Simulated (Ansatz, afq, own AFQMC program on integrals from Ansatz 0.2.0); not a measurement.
**CH2Ge, singlet: AFQMC among the cluster methods**

```xyz
4

Ge    0.0000    0.0000    0.3030
C     0.0000    0.0000   -1.4834
H     0.0000   -0.9122   -2.0790
H     0.0000    0.9122   -2.0790
```

Connectivity, by distances: Ge–CH2.

Basis cc-pVDZ. Noble-gas cores (and the filled d shells of Ga–Kr and In–Xe) are frozen. Integrals, coupled cluster, full CI and functionals: Ansatz 0.2.0; the random walks run on the same integrals in our own AFQMC program. The CISD trial takes its coefficients from CCSD amplitudes. Released means that phaseless walkers are propagated on without the constraint, phases kept. Free AFQMC starts from the CCSD state and is never constrained. Its projection time is finite, and what remains of the start isn't in its error. ± is one standard error of the sampling. No spin–orbit coupling.

Determinant: UHF, the one that the program's search chose, which needn't be the lowest solution. The geometry is a point of a scan.

No full CI on the walks' own integrals is used here; CCSDT(Q) serves as the reference and is uncertain by about the last step of the cluster series.

Cautions: no relativity below Rb; no spin-orbit coupling; inner d shell frozen; higher spins were not checked; an unrestricted solution with more broken spin lies lower (127 meV, ⟨S²⟩ 0.40), while this determinant keeps restricted orbitals.

* T1 diagnostic: 0.0157
* weight of the determinant in the CISD state: 0.863
* ⟨S²⟩ of the determinant: 0.000
* size of the correlated space: 10 electrons in 36 orbitals

| level | correlation energy (eV) |
| --- | --- |
| MP2 | -5.7973 |
| CCSD | -6.5331 |
| CCSD(T) | -6.7917 |

Problem. Estimate where phaseless AFQMC with the Hartree–Fock trial lies against CCSD(T) on the same integrals.

Solution. 1.1 ± 6.8 kJ/mol below CCSD(T). The gap is under twice the noise, so this walk alone can't tell the two apart.

Reference: CCSDT(Q), correlation energy -6.838 eV. The released energy is read at 2.40 1/Eh (meV from the phaseless value at times in 1/Eh: -9 ± 19 at 0.24, -15 ± 15 at 0.51, -2 ± 14 at 0.99, -16 ± 14 at 1.62, 4 ± 19 at 2.40).

```json
{"level": "CCSD(T)", "E − E(reference) (kJ/mol)": "4.4", "share of correlation (%)": "99.33"}
{"level": "CCSDT", "E − E(reference) (kJ/mol)": "2.3", "share of correlation (%)": "99.66"}
{"level": "ph-AFQMC/HF", "E − E(reference) (kJ/mol)": "3.4 ± 6.8", "share of correlation (%)": "99.49"}
{"level": "ph-AFQMC/CISD", "E − E(reference) (kJ/mol)": "1.4 ± 1.9", "share of correlation (%)": "99.79"}
{"level": "released AFQMC", "E − E(reference) (kJ/mol)": "1.8 ± 1.8", "share of correlation (%)": "99.73"}
{"level": "free AFQMC", "E − E(reference) (kJ/mol)": "1.3 ± 1.3", "share of correlation (%)": "99.80"}
```

Free projections are given only where their last times agree within the noise and don't stop above the reference; a slow remainder of the start can still hide under it. A walk keeps the symmetry of its determinant, which the program's search chose and which needn't be the lowest solution, so a lower state of the same spin and another symmetry isn't excluded. Released energies are given only where the last usable release times agree within the noise; a slower fall can still hide under it.
